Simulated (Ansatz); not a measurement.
## Two structures, one formula

The two ends of one reaction step of SiNH₇O, closed shell (PBE0-D4/def2-TZVP).

A:

| atom | x (Å) | y (Å) | z (Å) |
| --- | --- | --- | --- |
| Si1 | -0.9013 | 0.4299 | -0.1494 |
| H2 | 1.9920 | -2.1026 | -0.8937 |
| H3 | -1.5727 | -0.7244 | -0.7854 |
| H4 | -1.8186 | 1.5797 | 0.0697 |
| N5 | -0.3454 | 0.0146 | 1.4075 |
| H6 | 1.7004 | -1.4492 | -1.1109 |
| O7 | 0.2608 | 0.8187 | -1.2562 |
| H8 | -0.3557 | 0.6652 | 2.1731 |
| H9 | 0.2149 | -0.7982 | 1.5994 |
| H10 | 0.8256 | 1.5662 | -1.0541 |

B:

```csv
atom,x (Å),y (Å),z (Å)
Si1,-0.2307,-0.1851,0.3955
H2,1.1151,-0.7256,0.0721
H3,-1.2261,-0.7929,-0.5299
H4,-0.2747,1.2921,0.2441
N5,-0.4913,-0.5078,2.0730
H6,1.4733,0.2664,-2.4509
O7,0.5798,0.6177,-2.4556
H8,-1.2787,-0.0828,2.5369
H9,-0.3467,-1.4427,2.4205
H10,0.6801,1.5607,-2.3058
```

Ansatz 0.2.0; basis: def2-TZVPP; cores frozen in the correlated methods. B3LYP uses VWN-RPA correlation.

Problem. Which structure is lower at CCSD(T), and by how much? (Judge from chemistry; the value comes from the calculation.)

Solution. The calculation gives: A, by 82.5 kJ/mol (electronic energy, against the other). By their contacts, A is a complex of SiNH₅O ([NH2][SiH2][OH]) + H₂ and B is a complex of SiNH₅ ([NH2][SiH3]) + H₂O.

All methods give the same order:

```tsv
method	E(B) − E(A) (kJ/mol)
SPW92	79.1
PBE-D4	78.8
BLYP-D4	86.4
r2SCAN-D4	87.3
B97M-V	82.7
PBE0-D4	78.6
B3LYP-D4	85.6
r2SCAN0-D4	85.5
BHLYP-D4	85.9
CAM-B3LYP-D4	86.6
wB97X-V	82.9
wB97M-V	84.1
B2PLYP	86.1
PBE-QIDH	82.7
RPA on PBE	79.3
HF	82.9
MP2	89.0
CCSD	81.1
CCSD(T)	82.5
```

T1 diagnostic: at most 0.011.

Labels in which every atom is bracketed show which atoms are joined, not bond orders.

For scale, one of the runs: CCSD(T)/def2-TZVPP, 202 basis functions, launched by `ansatz run in.yaml --threads 2 --pin off --events-out ev --progress --plain --max-ram 4352MiB`. Time: 59 s of wall clock on 2 CPU threads of an Arm Neoverse V2; the host was shared. Peak host memory: 2.5 GiB.
